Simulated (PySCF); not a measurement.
# SO₂: magnetic properties

Wanted: magnetic properties for SO₂ (`O=S=O`).

Programs: PySCF 2.14.0, with routines of our own; each step states its level. All values are computed. Atoms count from 0.

## 1. The system as given

3 atoms, charge 0, multiplicity 1; geometry from: GFN2-xTB.

## 2. Relaxing the molecule at PBE0-D3(BJ)/def2-SVP

What the job is given:

```
{"job": {"xc": "PBE0", "basis": "def2-SVP", "d3": "d3bj", "grid": 1, "kind": "geom"}, "charge": 0, "multiplicity": 1}
O     -1.203605     0.300650    -0.002985
S     -0.016655    -0.504487    -0.010273
O      1.231741     0.201299     0.000705
```

Run with:

```console
OMP_NUM_THREADS=1 python excited_run.py task.json out
```

The driver reads the jobs from task.json and runs them one after another.

Standard output:

```text
step   0  E = -548.04725612  max force = 0.029136
step   1  E = -548.04867055  max force = 0.003769
step   2  E = -548.04869623  max force = 0.001960
step   3  E = -548.04870232  max force = 0.000172
optimisation converged
```

Run time: 1.8 s. Hardware: 1 thread of Arm Neoverse V1, shared host; peak memory 0.26 GiB.

Relaxation path:

```tsv
step	energy from step 0 (eV)	largest force component (eV/Å)
0	0.0000	1.4982
1	-0.0385	0.1938
2	-0.0392	0.1008
3	-0.0394	0.0088
```

Close pairs (by a distance rule), those that changed most:

```tsv
bond	before (Å)	after (Å)	change (Å)
S1–O2	1.434	1.454	+0.020
O0–S1	1.434	1.454	+0.020
```

The next job starts from the end point, and lists it.

```tsv
at the end point	value
point group (found at 0.08 Å tolerance)	C2v
rotational constants (GHz, main isotopes)	57.385, 10.097, 8.586
dipole moment (D)	1.83
```

## 3. Magnetic properties: GIAO B3LYP/6-31G*

What the job is given:

```
{"job": {"kind": "mag", "xc": "B3LYP", "basis": "6-31G*"}, "charge": 0, "multiplicity": 1}
O     -1.223546     0.311604     0.017648
S     -0.009249    -0.488946     0.008695
O      1.275347     0.192945     0.021043
```

With the program's defaults for keys left out, this is: GIAO B3LYP/6-31G* magnetisability, rotational g tensor and spin-rotation constants, non-relativistic, gas phase.

Standard output:

```text
coarse grid: 3800 points
cycle   1  E = -548.3961804062  dE =  8.431e-01  |g| = 1.057e+00  |ddm| = 2.549e+00
cycle   2  E = -547.6949512595  dE =  7.012e-01  |g| = 2.128e+00  |ddm| = 2.406e+00
cycle   3  E = -548.6231564775  dE = -9.282e-01  |g| = 4.503e-02  |ddm| = 1.716e+00
cycle   4  E = -548.6235808858  dE = -4.244e-04  |g| = 2.248e-02  |ddm| = 9.417e-02
cycle   5  E = -548.6237086514  dE = -1.278e-04  |g| = 4.973e-03  |ddm| = 2.783e-02
cycle   6  E = -548.6237106843  dE = -2.033e-06  |g| = 3.884e-03  |ddm| = 5.794e-03
cycle   7  E = -548.6237137997  dE = -3.115e-06  |g| = 2.699e-04  |ddm| = 2.942e-03
final grid: 34168 points
cycle   8  E = -548.5816756472  dE = -1.596e-06  |g| = 1.198e-03  |ddm| = 3.305e-03
cycle   9  E = -548.5816743522  dE =  1.295e-06  |g| = 2.784e-03  |ddm| = 2.830e-03
cycle  10  E = -548.5816758460  dE = -1.494e-06  |g| = 6.327e-04  |ddm| = 2.244e-03
cycle  11  E = -548.5816759237  dE = -7.773e-08  |g| = 1.613e-04  |ddm| = 5.432e-04
cycle  12  E = -548.5816759288  dE = -5.025e-09  |g| = 2.019e-05  |ddm| = 1.115e-04
cycle  13  E = -548.5816759289  dE = -9.618e-11  |g| = 1.902e-06  |ddm| = 2.505e-05
converged SCF energy = -548.5816759289

Magnetisability tensor (1e-30 J/T^2)
     -197.26       -3.95        0.38
       -3.95     -280.56        1.87
        0.38        1.87     -412.22
isotropic -296.68   principal values    -412.24   -280.72   -197.07
isotropic susceptibility -17.866 1e-6 cm^3/mol

Inertial axes            a          b          c
rot. const./GHz     57.3847    10.0970     8.5862
chi total           -11.868    -16.905    -24.826
chi diamagnetic     -56.563   -147.916   -168.207
chi paramagnetic     44.695    131.011    143.381
quadrupole/D A       -5.250      1.268      3.982
g nuclear            0.5039     0.5038     0.5038
g electronic        -1.2049    -0.6214    -0.5784
g total             -0.7010    -0.1177    -0.0746

Spin-rotation constants (kHz, H = +C I.J)
atom  isotope        aa         bb         cc
  0    17O*     -51.949     -6.204     -1.813
  1    33S*      40.809      5.784      3.904
* in the singly substituted isotopologue
```

It took 1.2 s on 1 thread of Arm Neoverse V1, shared host; peak memory 0.29 GiB.

From this job:

```tsv
quantity	value
magnetisability	-297·10⁻³⁰ J/T²
molar susceptibility	-17.9·10⁻⁶ cm³/mol
rotational g (a, b, c)	-0.7010, -0.1177, -0.0746
```

## 4. Magnetic properties: GIAO B3LYP/cc-pVTZ

What the job is given:

```
{"job": {"kind": "mag", "xc": "B3LYP", "basis": "cc-pVTZ"}, "charge": 0, "multiplicity": 1}
O     -1.223546     0.311604     0.017648
S     -0.009249    -0.488946     0.008695
O      1.275347     0.192945     0.021043
```

Method: GIAO B3LYP/cc-pVTZ magnetisability, rotational g tensor and spin-rotation constants, non-relativistic, gas phase.

Standard output:

```text
coarse grid: 3800 points
cycle   1  E = -548.4884868651  dE =  8.168e-01  |g| = 1.098e+00  |ddm| = 3.640e+00
cycle   2  E = -547.6895388820  dE =  7.989e-01  |g| = 2.323e+00  |ddm| = 3.253e+00
cycle   3  E = -548.7105044539  dE = -1.021e+00  |g| = 5.490e-02  |ddm| = 2.227e+00
cycle   4  E = -548.7110591836  dE = -5.547e-04  |g| = 3.071e-02  |ddm| = 1.489e-01
cycle   5  E = -548.7112783465  dE = -2.192e-04  |g| = 3.652e-03  |ddm| = 3.910e-02
cycle   6  E = -548.7112805909  dE = -2.244e-06  |g| = 1.754e-03  |ddm| = 4.557e-03
final grid: 34168 points
cycle   7  E = -548.7048396542  dE =  2.116e-06  |g| = 5.986e-03  |ddm| = 1.315e-02
cycle   8  E = -548.7047764458  dE =  6.321e-05  |g| = 1.918e-02  |ddm| = 2.362e-02
cycle   9  E = -548.7048463133  dE = -6.987e-05  |g| = 5.269e-04  |ddm| = 1.818e-02
cycle  10  E = -548.7048463405  dE = -2.723e-08  |g| = 3.222e-04  |ddm| = 8.034e-04
cycle  11  E = -548.7048463588  dE = -1.830e-08  |g| = 1.914e-05  |ddm| = 3.163e-04
cycle  12  E = -548.7048463589  dE = -8.458e-11  |g| = 7.513e-06  |ddm| = 3.905e-05
converged SCF energy = -548.7048463589

Magnetisability tensor (1e-30 J/T^2)
     -201.74       -3.54        0.33
       -3.54     -276.44        1.62
        0.33        1.62     -390.31
isotropic -289.50   principal values    -390.34   -276.58   -201.57
isotropic susceptibility -17.434 1e-6 cm^3/mol

Inertial axes            a          b          c
rot. const./GHz     57.3847    10.0970     8.5862
chi total           -12.139    -16.656    -23.507
chi diamagnetic     -56.859   -148.309   -168.595
chi paramagnetic     44.720    131.653    145.088
quadrupole/D A       -5.356      1.325      4.031
g nuclear            0.5039     0.5038     0.5038
g electronic        -1.2056    -0.6245    -0.5853
g total             -0.7017    -0.1207    -0.0814

Spin-rotation constants (kHz, H = +C I.J)
atom  isotope        aa         bb         cc
  0    17O*     -53.833     -6.372     -2.036
  1    33S*      42.996      6.121      4.163
* in the singly substituted isotopologue
```

Wall time 2.3 s (1 thread of Arm Neoverse V1, shared host); peak memory 0.47 GiB.

From this job:

```tsv
quantity	value
magnetisability	-290·10⁻³⁰ J/T²
molar susceptibility	-17.4·10⁻⁶ cm³/mol
rotational g (a, b, c)	-0.7017, -0.1207, -0.0814
```

## 5. Magnetic properties: GIAO B3LYP/6-31++G**

What the job is given:

```
{"job": {"kind": "mag", "xc": "B3LYP", "basis": "6-31++G**"}, "charge": 0, "multiplicity": 1}
O     -1.223546     0.311604     0.017648
S     -0.009249    -0.488946     0.008695
O      1.275347     0.192945     0.021043
```

Level: GIAO B3LYP/6-31++G** magnetisability, rotational g tensor and spin-rotation constants, non-relativistic, gas phase.

Standard output:

```text
coarse grid: 3800 points
cycle   1  E = -548.4324818518  dE =  8.290e-01  |g| = 9.950e-01  |ddm| = 2.646e+00
cycle   2  E = -547.7460788979  dE =  6.864e-01  |g| = 2.085e+00  |ddm| = 2.857e+00
cycle   3  E = -548.6358589190  dE = -8.898e-01  |g| = 4.191e-02  |ddm| = 2.134e+00
cycle   4  E = -548.6362218408  dE = -3.629e-04  |g| = 2.142e-02  |ddm| = 8.242e-02
cycle   5  E = -548.6363230030  dE = -1.012e-04  |g| = 4.837e-03  |ddm| = 2.545e-02
cycle   6  E = -548.6363235698  dE = -5.668e-07  |g| = 4.800e-03  |ddm| = 7.210e-03
cycle   7  E = -548.6363282733  dE = -4.703e-06  |g| = 5.308e-04  |ddm| = 4.161e-03
final grid: 34168 points
cycle   8  E = -548.5943252950  dE = -1.432e-06  |g| = 1.743e-03  |ddm| = 4.233e-03
cycle   9  E = -548.5943217315  dE =  3.564e-06  |g| = 4.542e-03  |ddm| = 4.751e-03
cycle  10  E = -548.5943257342  dE = -4.003e-06  |g| = 8.396e-04  |ddm| = 3.874e-03
cycle  11  E = -548.5943258725  dE = -1.383e-07  |g| = 1.226e-04  |ddm| = 7.164e-04
cycle  12  E = -548.5943258757  dE = -3.227e-09  |g| = 1.602e-05  |ddm| = 1.421e-04
cycle  13  E = -548.5943258758  dE = -6.844e-11  |g| = 3.070e-06  |ddm| = 2.680e-05
converged SCF energy = -548.5943258758

Magnetisability tensor (1e-30 J/T^2)
     -206.83       -3.35        0.36
       -3.35     -277.55        1.81
        0.36        1.81     -405.02
isotropic -296.47   principal values    -405.05   -277.68   -206.67
isotropic susceptibility -17.854 1e-6 cm^3/mol

Inertial axes            a          b          c
rot. const./GHz     57.3847    10.0970     8.5862
chi total           -12.446    -16.723    -24.392
chi diamagnetic     -57.686   -149.336   -169.860
chi paramagnetic     45.240    132.613    145.468
quadrupole/D A       -5.718      1.304      4.414
g nuclear            0.5039     0.5038     0.5038
g electronic        -1.2196    -0.6290    -0.5868
g total             -0.7157    -0.1253    -0.0830

Spin-rotation constants (kHz, H = +C I.J)
atom  isotope        aa         bb         cc
  0    17O*     -51.303     -6.107     -1.893
  1    33S*      41.254      5.732      3.908
* in the singly substituted isotopologue
```

It took 1.4 s on 1 thread of Arm Neoverse V1, shared host; peak memory 0.38 GiB.

From this job:

```tsv
quantity	value
magnetisability	-296·10⁻³⁰ J/T²
molar susceptibility	-17.9·10⁻⁶ cm³/mol
rotational g (a, b, c)	-0.7157, -0.1253, -0.0830
```

## 6. Magnetic properties: GIAO B3LYP/6-31G

What the job is given:

```
{"job": {"kind": "mag", "xc": "B3LYP", "basis": "6-31G"}, "charge": 0, "multiplicity": 1}
O     -1.223546     0.311604     0.017648
S     -0.009249    -0.488946     0.008695
O      1.275347     0.192945     0.021043
```

Level: GIAO B3LYP/6-31G magnetisability, rotational g tensor and spin-rotation constants, non-relativistic, gas phase.

Standard output:

```text
coarse grid: 3800 points
cycle   1  E = -548.1342683122  dE =  1.104e+00  |g| = 1.100e+00  |ddm| = 2.701e+00
cycle   2  E = -547.5302326272  dE =  6.040e-01  |g| = 1.959e+00  |ddm| = 3.354e+00
cycle   3  E = -548.4227623737  dE = -8.925e-01  |g| = 2.543e-02  |ddm| = 2.312e+00
cycle   4  E = -548.4229511285  dE = -1.888e-04  |g| = 1.177e-02  |ddm| = 6.306e-02
cycle   5  E = -548.4229276137  dE =  2.351e-05  |g| = 1.650e-02  |ddm| = 2.300e-02
cycle   6  E = -548.4229817976  dE = -5.418e-05  |g| = 2.685e-03  |ddm| = 1.354e-02
cycle   7  E = -548.4229835092  dE = -1.712e-06  |g| = 2.743e-04  |ddm| = 2.852e-03
final grid: 34168 points
cycle   8  E = -548.3809963971  dE = -1.229e-06  |g| = 1.115e-03  |ddm| = 3.379e-03
cycle   9  E = -548.3809954743  dE =  9.228e-07  |g| = 2.373e-03  |ddm| = 2.870e-03
cycle  10  E = -548.3809964970  dE = -1.023e-06  |g| = 8.514e-04  |ddm| = 2.287e-03
cycle  11  E = -548.3809966444  dE = -1.474e-07  |g| = 6.730e-05  |ddm| = 6.952e-04
cycle  12  E = -548.3809966454  dE = -1.027e-09  |g| = 7.646e-06  |ddm| = 8.109e-05
cycle  13  E = -548.3809966454  dE = -1.933e-11  |g| = 8.768e-07  |ddm| = 1.425e-05
converged SCF energy = -548.3809966454

Magnetisability tensor (1e-30 J/T^2)
      -38.08       -8.69        0.78
       -8.69     -220.93        3.71
        0.78        3.71     -481.85
isotropic -246.95   principal values    -481.91   -221.29    -37.66
isotropic susceptibility -14.872 1e-6 cm^3/mol

Inertial axes            a          b          c
rot. const./GHz     57.3847    10.0970     8.5862
chi total            -2.268    -13.326    -29.021
chi diamagnetic     -57.779   -150.421   -171.346
chi paramagnetic     55.510    137.094    142.325
quadrupole/D A       -7.068      1.638      5.430
g nuclear            0.5039     0.5038     0.5038
g electronic        -1.4965    -0.6503    -0.5741
g total             -0.9926    -0.1465    -0.0703

Spin-rotation constants (kHz, H = +C I.J)
atom  isotope        aa         bb         cc
  0    17O*     -76.925     -8.630     -1.417
  1    33S*      51.601      6.391      3.574
* in the singly substituted isotopologue
```

Wall time 0.9 s (1 thread of Arm Neoverse V1, shared host); peak memory 0.38 GiB.

Key values:

```tsv
quantity	value
magnetisability	-247·10⁻³⁰ J/T²
molar susceptibility	-14.9·10⁻⁶ cm³/mol
rotational g (a, b, c)	-0.9926, -0.1465, -0.0703
```

## 7. Magnetic properties: GIAO B3LYP/cc-pVDZ

What the job is given:

```
{"job": {"kind": "mag", "xc": "B3LYP", "basis": "cc-pVDZ"}, "charge": 0, "multiplicity": 1}
O     -1.223546     0.311604     0.017648
S     -0.009249    -0.488946     0.008695
O      1.275347     0.192945     0.021043
```

Method: GIAO B3LYP/cc-pVDZ magnetisability, rotational g tensor and spin-rotation constants, non-relativistic, gas phase.

Standard output:

```text
coarse grid: 3800 points
cycle   1  E = -548.3603538997  dE =  8.767e-01  |g| = 1.090e+00  |ddm| = 3.890e+00
cycle   2  E = -547.6469258835  dE =  7.134e-01  |g| = 2.165e+00  |ddm| = 4.523e+00
cycle   3  E = -548.5990811451  dE = -9.522e-01  |g| = 5.129e-02  |ddm| = 3.158e+00
cycle   4  E = -548.5996280037  dE = -5.469e-04  |g| = 2.508e-02  |ddm| = 1.644e-01
cycle   5  E = -548.5997867276  dE = -1.587e-04  |g| = 4.463e-03  |ddm| = 5.399e-02
cycle   6  E = -548.5997867541  dE = -2.645e-08  |g| = 4.474e-03  |ddm| = 8.075e-03
cycle   7  E = -548.5997908290  dE = -4.075e-06  |g| = 3.984e-04  |ddm| = 4.760e-03
final grid: 34168 points
cycle   8  E = -548.6017984290  dE = -1.567e-06  |g| = 1.422e-03  |ddm| = 7.864e-03
cycle   9  E = -548.6017960274  dE =  2.402e-06  |g| = 3.708e-03  |ddm| = 6.065e-03
cycle  10  E = -548.6017987301  dE = -2.703e-06  |g| = 6.865e-04  |ddm| = 4.352e-03
cycle  11  E = -548.6017988201  dE = -9.006e-08  |g| = 1.972e-04  |ddm| = 1.006e-03
cycle  12  E = -548.6017988275  dE = -7.315e-09  |g| = 2.089e-05  |ddm| = 2.199e-04
cycle  13  E = -548.6017988276  dE = -1.030e-10  |g| = 2.063e-06  |ddm| = 5.443e-05
converged SCF energy = -548.6017988276

Magnetisability tensor (1e-30 J/T^2)
     -155.67       -5.36        0.45
       -5.36     -268.50        2.07
        0.45        2.07     -414.20
isotropic -279.46   principal values    -414.23   -268.73   -155.41
isotropic susceptibility -16.829 1e-6 cm^3/mol

Inertial axes            a          b          c
rot. const./GHz     57.3847    10.0970     8.5862
chi total            -9.359    -16.183    -24.945
chi diamagnetic     -56.259   -147.712   -167.990
chi paramagnetic     46.900    131.528    143.044
quadrupole/D A       -5.355      1.331      4.024
g nuclear            0.5039     0.5038     0.5038
g electronic        -1.2644    -0.6239    -0.5770
g total             -0.7604    -0.1201    -0.0732

Spin-rotation constants (kHz, H = +C I.J)
atom  isotope        aa         bb         cc
  0    17O*     -56.456     -6.532     -1.642
  1    33S*      42.964      5.859      3.734
* in the singly substituted isotopologue
```

It took 1.1 s on 1 thread of Arm Neoverse V1, shared host; peak memory 0.38 GiB.

In short:

```tsv
quantity	value
magnetisability	-279·10⁻³⁰ J/T²
molar susceptibility	-16.8·10⁻⁶ cm³/mol
rotational g (a, b, c)	-0.7604, -0.1201, -0.0732
```

## 8. Magnetic properties side by side

```tsv
level	ξ (10⁻³⁰ J/T²)	g(a)	g(b)	gap (eV)	functions	time
GIAO B3LYP/6-31G*	-297	-0.7010	-0.1177	5.45	46	1.2 s
GIAO B3LYP/cc-pVTZ	-290	-0.7017	-0.1207	5.45	94	2.3 s
GIAO B3LYP/6-31++G**	-296	-0.7157	-0.1253	5.38	58	1.4 s
GIAO B3LYP/6-31G	-247	-0.9926	-0.1465	4.70	31	0.9 s
GIAO B3LYP/cc-pVDZ	-279	-0.7604	-0.1201	5.32	46	1.1 s
```

## 9. What came out

```
                                          quantity                      value
                                       point group                        C2v
              rotational constants (main isotopes)     57.38, 10.10, 8.59 GHz
       magnetisability (step 3, GIAO B3LYP/6-31G*)            -297·10⁻³⁰ J/T²
  molar susceptibility (step 3, GIAO B3LYP/6-31G*)         -17.9·10⁻⁶ cm³/mol
rotational g (a, b, c) (step 3, GIAO B3LYP/6-31G*)  -0.7010, -0.1177, -0.0746
                   magnetisability over the levels    -297 to -247·10⁻³⁰ J/T²
```

**Reading.** Relaxing lowered the energy by 0.039 eV in 3 steps; the close pair that moved most is S1–O2, from 1.434 to 1.454 Å. No frequency check was run at this level, so the end point may be a saddle. The magnetisability spreads by 17.6 % over 5 levels, from GIAO B3LYP/6-31G* (1.2 s) to GIAO B3LYP/6-31G (0.9 s); the runs took 0.9 s to 2.3 s. Vibrational averaging and real surroundings are missing from these values.
